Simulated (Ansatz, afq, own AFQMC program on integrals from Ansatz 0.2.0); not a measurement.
## SiC, triplet in 6-31G, levels against full CI

```csv
atom,x (Å),y (Å),z (Å)
Si,0.0000,0.0000,0.0000
C,0.0000,0.0000,1.8590
```

Basis 6-31G. Noble-gas cores (and the filled d shells of Ga–Kr and In–Xe) are frozen. AFQMC by an in-house program on the Cholesky factors that Ansatz 0.2.0 writes for its CCSD(T) run. ph-AFQMC/CISD is guided by a CISD state made of CCSD amplitudes; releasing the constraint for a short imaginary time cuts its bias at the price of noise, slowly where states lie close. Free AFQMC starts from the CCSD state and is never constrained. Its projection time is finite, and what remains of the start isn't in its error. ± is one standard error of the sampling.

Determinant: ROHF, the one that the program's search chose, which needn't be the lowest solution. The geometry is a point of a scan.

Full CI on the same integrals is exact in this basis and with this determinant's frozen core.

Cautions: lower spins were not checked; a spin-contaminated unrestricted determinant lies lower (UHF 1.05 eV lower, ⟨S²⟩ 2.69); strong correlation (T1 0.070, weight of the determinant 0.80, largest double 0.20); the released energies have errors that jump between times, so the bars are unsure, so no released level is given (meV from the phaseless value at times in 1/Eh: -86 ± 73 at 0.24, -21 ± 4 at 0.51, -30 ± 4 at 0.99, -39 ± 3 at 1.62, -41 ± 6 at 2.40).

* T1 diagnostic: 0.0704
* weight of the determinant in the CISD state: 0.799
* size of the correlated space: 8 electrons in 16 orbitals

Reference: full CI, correlation energy -4.122 eV. The cautions show a poor starting determinant, so the rows tell how each method copes with it here, and full CI is the sure value.

```csv
level,E − E(reference) (kJ/mol),share of correlation (%)
HF,397.7,0.00
MP2,97.6,75.46
CCSD,23.6,94.07
CCSD(T),7.3,98.17
CCSDT,4.1,98.98
CCSDT(Q),0.7,99.81
CCSDTQ,0.5,99.87
ph-AFQMC/HF,33.6 ± 2.2,91.55
ph-AFQMC/CISD,5.5 ± 0.4,98.62
free AFQMC,0.6 ± 0.5,99.84
```

CCSDT and higher add their correlation energy to the determinant of the CCSD(T) run, since their own runs factorise the integrals more tightly (a shift of under 2 meV). Free projections are given only where their last times agree within the noise and don't stop above the reference; a slow remainder of the start can still hide under it. A walk keeps the symmetry of its determinant, which the program's search chose and which needn't be the lowest solution, so a lower state of the same spin and another symmetry isn't excluded.
